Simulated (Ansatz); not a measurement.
C3H7NO can be A, `C1COCN1`, or B, `C=C(O)NC`.

Isolated molecules relaxed with PBE0-D4/def2-TZVP in Ansatz; ΔE leaves out vibrations. CBS: MP2 limit from def2 TZ/QZ plus the TZ coupled-cluster correction, frozen cores. DFT in def2-TZVPP. B3LYP here is the variant with VWN-RPA as its local correlation; programs differ in this. Each species was taken in one conformer, which may not be the lowest.

A:

Z-matrix (Å, degrees):
```
C
N 1 1.453
C 1 1.517 2 99.9
H 1 1.091 2 111.4 3 119.5
H 1 1.102 2 113.5 3 -117.4
C 2 1.449 1 103.5 3 41.8
H 2 1.011 1 112.8 3 163.1
O 3 1.421 1 104.7 2 -32.6
H 3 1.093 1 113.0 2 -151.5
H 3 1.096 1 111.2 2 85.5
H 6 1.095 2 111.1 1 -155.1
H 6 1.106 2 113.1 1 82.0
```

B:

Z-matrix (Å, degrees):
```
C
N 1 1.436
H 1 1.099 2 113.0
H 1 1.090 2 109.0 3 121.1
H 1 1.093 2 110.0 3 -120.8
C 2 1.366 1 120.1 3 57.5
H 2 1.007 1 116.8 3 -86.5
O 6 1.358 2 109.5 1 -171.8
C 6 1.341 2 126.5 1 9.6
H 8 0.961 6 108.1 2 176.1
H 9 1.078 6 121.5 2 -3.9
H 9 1.082 6 120.4 2 174.2
```

Task: Which is lower in electronic energy at CCSD(T)/CBS, and by how much? (An estimate is asked.)

Result: Ansatz gave: B, by 18.4 kJ/mol.

Task: Give E(B) − E(A) in kJ/mol with BLYP-D4, B2PLYP, B3LYP-D4, B3LYP, CCSD/def2-TZVPP, CCSD(T)/def2-SVP, MP2/def2-TZVPP. (Estimate.)

Result: Ansatz gave: BLYP-D4 -41.7, B2PLYP -27.6, B3LYP-D4 -32.9, B3LYP -34.3, CCSD/def2-TZVPP -12.2, CCSD(T)/def2-SVP -12.6, MP2/def2-TZVPP -17.4. None reverses the order clearly.

Task: Does the order hold for the free energy at 298.15 K (harmonic terms from PBE0-D4)? (Estimate.)

Result: The calculation gave: Yes: G(B) − G(A) = -30.6 kJ/mol, for one conformer each.

Largest T1 diagnostic: 0.011.

At CCSD(T), def2-SVP lies +5.8 kJ/mol from the extrapolated value and def2-TZVPP +3.8 kJ/mol. From BLYP to BHLYP (50 % exact exchange), in def2-TZVPP and without D4, E(B) − E(A) moves by +21.5 kJ/mol.
